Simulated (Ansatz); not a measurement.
# CH2NO: the cost of one run

All numbers are computed with Ansatz 0.2.0, driven from Python. Level of theory: B3LYP+D4/def2-SVP.

### 1 The system

Bond lengths: N1–C2 1.424 Å, C2–O3 1.259 Å, N1–H4 1.044 Å, N1–H5 1.043 Å. Angles: N1–C2–O3 120.3°, C2–N1–H4 120.6°, C2–N1–H5 119.8°, H4–N1–H5 119.6°.

Input file ch2no.xyz:

```xyz
5

N    -0.53130   -0.03080    0.00630
C     0.80180   -0.50570    0.16290
O     1.77780    0.25470   -0.06820
H    -0.71420    0.95030   -0.30100
H    -1.33420   -0.66840    0.20010
```

### 2 The script

Contents of ch2no.py:

```python
# -*- coding: utf-8 -*-
from dataclasses import dataclass

import ansatz as az
from ase import Atoms
from ase.thermochemistry import IdealGasThermo
import numpy as np


@dataclass(frozen=True)
class RunConfig:
    basis: str = "def2-SVP"
    functional: str = "b3lyp"
    vdw: str = "d4"


opts = RunConfig()


def main():
    mol = az.Crystal.molecule_from_extxyz("ch2no.xyz")

    base = (
        mol.calculation()
        .basis(gaussian=opts.basis)
        .functional(opts.functional, dispersion=opts.vdw)
        .spin("collinear", total=1)
    )
    symbols = [site.symbol for site in mol.cartesian_sites]
    start = np.array([site.position_ang for site in mol.cartesian_sites], dtype=float)
    report = base.relax(force_tolerance=0.003, max_steps=100).run(threads=1, backend="cpu").report
    end = np.array(report["positions_ang"])

    print("final positions (A) and the move of each atom")
    for symbol, xyz, old in zip(symbols, end, start):
        print(f"{symbol:2s} {xyz[0]:10.5f} {xyz[1]:10.5f} {xyz[2]:10.5f}   {np.linalg.norm(xyz - old):7.4f}")

    minimum = az.Crystal.molecule()
    for symbol, place in zip(symbols, end):
        minimum = minimum.atom(symbol, place.tolist())
    vibrating = (
        minimum.calculation()
        .basis(gaussian=opts.basis)
        .functional(opts.functional, dispersion=opts.vdw)
        .spin("collinear", total=1)
        .phonons(temperatures=(200, 600, 100))
    )
    vib = vibrating.run(threads=1, backend="cpu").report["vibrations"]
    sums = vib["harmonic_sums"]
    modes = [m["omega_inv_cm"] for m in sums["modes_at_gamma"] if m["rigid_motion"] == "no"]
    for number, w in enumerate(modes, start=1):
        print(f"mode {number:2d} {w:9.1f} 1/cm {w / 8065.544 * 1000:8.2f} meV")
    print("imaginary modes:", sum(w < 0 for w in modes), " zero-point energy:", round(sums["zero_point_energy_ev"], 4), "eV")
    gas = IdealGasThermo(vib_energies=[w / 8065.544 for w in modes if w > 0], geometry="linear" if len(modes) == 3 * len(symbols) - 5 else "nonlinear",
                         atoms=Atoms(symbols, positions=end), symmetrynumber=1, spin=0.5)
    print(f"H(298 K) - E = {gas.get_enthalpy(298.15, verbose=False):.4f} eV")
    print(f"S(298 K, 1 bar) = {96485.33 * gas.get_entropy(298.15, 1e5, verbose=False):.1f} J/(mol K) with symmetry number 1")


if __name__ == "__main__":
    main()
```

### 3 What the engine is handed

The engine receives this input (first run):

```yaml
crystal:
  periodic: [false, false, false]
  atoms:
    - { symbol: "N", position_ang: [-0.5313, -0.0308, 0.0063] }
    - { symbol: C, position_ang: [0.8018, -0.5057, 0.1629] }
    - { symbol: O, position_ang: [1.7778, 0.2547, -0.0682] }
    - { symbol: H, position_ang: [-0.7142, 0.9503, -0.301] }
    - { symbol: H, position_ang: [-1.3342, -0.6684, 0.2001] }
basis:
  gaussian:
    orbitals: def2-SVP
hamiltonian:
  xc: b3lyp
  dispersion: d4
magnetization:
  spin_polarized: true
  initial_magnetization: 1.0
relax:
  f_tol: 0.003
  max_steps: 100
```

### 4 Running it

Run with:

```
> python ch2no.py
```

**Question.** How long does this script take on 1 thread of Arm Neoverse V2, shared host, and how much memory does it need?

About 41 s, with a peak of 0.25 GiB.
